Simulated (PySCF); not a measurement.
Saddle point of SiPH7, singlet (SiH₄ + PH₃ → SiPH₅ ([SiH3][PH2]) + H₂; bonds formed: Si1–P7, H2–H6; bonds broken: Si1–H2, H6–P7), PBE0-D4/def2-TZVP structure:

Si1  (-0.868, 0.614, -0.310)
H2  (-0.542, -1.156, -0.523)
H3  (-1.285, 0.674, -1.743)
H4  (-1.987, 0.315, 0.619)
H5  (-0.468, 2.038, -0.055)
H6  (0.188, -1.615, 0.311)
P7  (1.033, -0.383, 0.718)
H8  (2.200, 0.034, 1.482)
H9  (1.730, -0.522, -0.500)
(Å)

Energies are electronic, without zero-point energy. Barriers and step energies count from the start structure reached by relaxing down the imaginary mode; all methods use the PBE0-D4 structures, on which another method's saddle can fall below an end. PySCF 2.14 with density fitting (its default auxiliary sets; JK sets also for MP2 and CCSD(T)); basis: def2-TZVPP, with def2-QZVPP for the basis limit; cores frozen in the correlated methods. B3LYP uses VWN-RPA correlation. Extrapolation: Hartree–Fock as exp(−7.88 √X), correlation as X^−2.97.

```json
{"method": "SPW92", "barrier (kJ/mol)": "?", "step energy (kJ/mol)": "1.1"}
{"method": "PBE-D4", "barrier (kJ/mol)": "207.6", "step energy (kJ/mol)": "-4.7"}
{"method": "r2SCAN-D4", "barrier (kJ/mol)": "229.3", "step energy (kJ/mol)": "-0.9"}
{"method": "PBE0-D4", "barrier (kJ/mol)": "232.1", "step energy (kJ/mol)": "-0.4"}
{"method": "B3LYP-D4", "barrier (kJ/mol)": "255.4", "step energy (kJ/mol)": "7.4"}
{"method": "BHLYP-D4", "barrier (kJ/mol)": "?", "step energy (kJ/mol)": "13.0"}
{"method": "wB97M-V", "barrier (kJ/mol)": "266.4", "step energy (kJ/mol)": "7.8"}
{"method": "HF", "barrier (kJ/mol)": "357.8", "step energy (kJ/mol)": "26.6"}
{"method": "MP2", "barrier (kJ/mol)": "?", "step energy (kJ/mol)": "2.8"}
{"method": "CCSD", "barrier (kJ/mol)": "286.7", "step energy (kJ/mol)": "12.9"}
{"method": "CCSD(T)", "barrier (kJ/mol)": "271.5", "step energy (kJ/mol)": "8.7"}
```

(1) Fill in the withheld barriers. (An estimate is asked for; the value comes from the calculation.)

No T1 diagnostic of these runs exceeds 0.015. The end structure is not quite a true minimum (one mode of 28i cm⁻¹).

Answers

(1) The calculation gives: BHLYP-D4 285.4; SPW92 179.1; MP2 266.3 kJ/mol. Each is the energy of the saddle less that of the start structure, by the same method.

For comparison, the barrier by CCSD(T) at an estimated basis limit (MP2 extrapolated from triple and quadruple zeta, plus CCSD(T) − MP2 in triple zeta) is 262.4 kJ/mol.

Labels in which every atom is bracketed show which atoms are joined, not bond orders.

For scale, one of the runs: CCSD(T)/def2-TZVPP, 182 basis functions, launched by `OMP_NUM_THREADS=4 python run.py`. The run took 100 s on 4 CPU threads of a Oxide Virtual Turin-like (shared host), with 1.4 GiB of host memory at its peak.
